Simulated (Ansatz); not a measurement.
A ladder of methods for AlH3 (SMILES [AlH3])

AlH3: 4 atoms, total charge 0, spin state singlet. As SMILES, `[AlH3]`. Geometry: relaxed at PBE0-D4/def2-TZVP.

```xyz
4

Al    0.0137   -0.0148   -0.0051
H     0.6332    0.6709    1.2836
H    -1.3408   -0.8320    0.1051
H     0.7494    0.1157   -1.4039
```

Quantity: the energy change with the Al1–H3 bond stretched from 1.586 to 2.379 Å, in eV. The values are calculated.

| level | kind | program | value (eV) | CPU time (all runs) |
| --- | --- | --- | --- | --- |
| HF/6-31G* (spherical functions) (restricted) | Hartree–Fock | Ansatz | 1.97 | 0.24 s |
| SVWN5/6-31G* (spherical functions) (restricted) | LDA | Ansatz | 1.57 | 1 s |
| BLYP/6-31G* (spherical functions) (restricted) | GGA | Ansatz | 1.58 | 1.4 s |
| BHLYP/6-31G* (spherical functions) (restricted) | global hybrid | Ansatz | 1.89 | 1.4 s |
| wB97X/6-31G* (spherical functions) (restricted) | range-separated hybrid | Ansatz | 1.83 | 6.8 s |
| B2PLYP/6-31G* (spherical functions) (restricted) | double hybrid | Ansatz | 1.78 | 2 s |
| RPA@PBE/6-31G* (spherical functions) (restricted) | RPA | Ansatz | 1.59 | 2.1 s |
| BCCD(T)/6-31G* (spherical functions) (restricted) | coupled cluster or CI | Ansatz | 1.60 | 0.39 s |
| FCI/3-21G | exact in the basis | Ansatz | 1.42 | 0.7 s |

A spin-restricted reference rises too steeply as a bond breaks; here HF/6-31G*, BHLYP/6-31G*, wB97X/6-31G* lie well above the multireference or unrestricted value. The first shape isn't each level's own minimum. The values span 1.42 to 1.97 eV. High-level rows in very small sets aren't better than simpler rows in larger ones. CPU times are rough (shared hosts, several kinds of processor): they show what a rung costs within a factor of a few.
